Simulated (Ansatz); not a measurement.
# C₃H₄O: up Jacob's ladder to CCSD(T)

The task here is to estimate one member of a computed series from the others.

Program: Ansatz 0.2.0, Gaussian basis. Level of theory: functionals in def2-TZVPP, the program's frozen cores in correlated methods. These are calculated values, not measurements.

The runs, in order: LDA (SPW92), PBE-D4, revPBE-D4, BLYP-D4, r2SCAN-D4, B97M-V, PBE0-D4, B3LYP-D4, r2SCANh-D4, r2SCAN0-D4, HSE06-D4, BHLYP-D4, CAM-B3LYP-D4, LC-ωPBE, ωB97X-V, ωB97M-V, B2PLYP, PBE-QIDH; CCSD(T)/def2-SVP; CCSD(T)/def2-TZVPP; MP2/def2-QZVPP; extrapolation to the limit; RPA on PBE.

## The geometry

An earlier PBE0-D4 in a triple-zeta def2 set relaxation fixed the geometry.

SMILES `O=C1CC1`, 8 atoms, charge 0, spin multiplicity 1.

Atoms are counted from 1 here; the program's logs count them from 0.

Bond lengths: O1–C2 1.191 Å, C2–C3 1.461 Å, C2–C4 1.461 Å, C3–C4 1.559 Å, C3–H5 1.085 Å, C3–H6 1.085 Å, C4–H7 1.085 Å, C4–H8 1.085 Å. Angles: O1–C2–C3 147.8°, O1–C2–C4 147.8°, C3–C2–C4 64.5°, C2–C3–C4 57.8°, C2–C3–H5 118.8°, C2–C3–H6 118.8°, C4–C3–H5 117.6°, C4–C3–H6 117.6°, H5–C3–H6 114.7°, C2–C4–C3 57.8°, C2–C4–H7 118.8°, C2–C4–H8 118.8°, C3–C4–H7 117.6°, C3–C4–H8 117.6°, H7–C4–H8 114.7°.

Geometry (Å):

```xyz
8
charge 0, multiplicity 1
O    -1.8550    0.5016    0.8569
C    -0.8061    0.2157    0.3714
C     0.5425    0.6412    0.0036
C     0.0228   -0.8034   -0.2685
H     0.6678    1.2997   -0.8497
H     1.2813    0.7706    0.7879
H    -0.1872   -1.0767   -1.2974
H     0.4262   -1.6061    0.3401
```

The first run:

Contents of in.yaml:

```yaml
crystal:
  periodic: [false, false, false]
  atoms:
    - {symbol: O, position_ang: [-1.855036, 0.501649, 0.856902]}
    - {symbol: C, position_ang: [-0.806141, 0.215746, 0.371394]}
    - {symbol: C, position_ang: [0.542550, 0.641250, 0.003636]}
    - {symbol: C, position_ang: [0.022797, -0.803377, -0.268543]}
    - {symbol: H, position_ang: [0.667794, 1.299725, -0.849696]}
    - {symbol: H, position_ang: [1.281267, 0.770597, 0.787860]}
    - {symbol: H, position_ang: [-0.187210, -1.076732, -1.297436]}
    - {symbol: H, position_ang: [0.426180, -1.606058, 0.340082]}
basis:
  gaussian: {orbitals: def2-TZVPP}
hamiltonian: {xc: lda}
output: {orbitals: {seedname: orbitals}}
```

On the command line:

```sh
$ ansatz run in.yaml --threads 2 --pin off --events-out ev --progress --plain --max-ram 4352MiB
```

Steps of the session up to this table: LDA; PBE-D4 (GGA); revPBE-D4 (GGA); BLYP-D4 (GGA); r2SCAN-D4 (meta-GGA); B97M-V (meta-GGA); B3LYP-D4 (hybrid); r2SCANh-D4 (hybrid); r2SCAN0-D4 (hybrid); HSE06-D4 (hybrid); BHLYP-D4 (hybrid); CAM-B3LYP-D4 (range-separated); LC-ωPBE (range-separated); ωB97X-V (range-separated); ωB97M-V (range-separated); B2PLYP (double hybrid); PBE-QIDH (double hybrid).

One table of the session follows, with a row left open; its other results are not shown here.

It belongs to the step «Frontier levels by functional». 

| functional | HOMO (eV) | gap (eV) |
| --- | --- | --- |
| LDA (SPW92) | -5.65 | 3.36 |
| PBE-D4 | -5.49 | 3.42 |
| revPBE-D4 | -5.43 | 3.44 |
| BLYP-D4 | ? | ? |
| r2SCAN-D4 | -5.74 | 3.94 |
| B97M-V | -5.88 | 4.18 |
| PBE0-D4 | -6.97 | 6.04 |
| B3LYP-D4 | -6.76 | 5.56 |
| r2SCANh-D4 | -6.30 | 4.91 |
| r2SCAN0-D4 | -7.15 | 6.37 |
| HSE06-D4 | -6.57 | 5.24 |
| BHLYP-D4 | -8.40 | 8.72 |
| CAM-B3LYP-D4 | -8.41 | 8.70 |
| LC-ωPBE | -9.71 | 11.22 |
| ωB97X-V | -9.37 | 10.81 |
| ωB97M-V | -9.31 | 10.65 |

**Question.** Estimate the row for BLYP-D4.

Worked estimate for «HOMO (eV)». Against the share of exact exchange, B3LYP-D4 (0.2, -6.76), BHLYP-D4 (0.5, -8.40) give a slope of -5.47 per unit share; at 0 the line stands at -5.67.

As computed: HOMO (eV): -5.41; gap (eV): 3.46. In «HOMO (eV)» the line misses by -0.26.
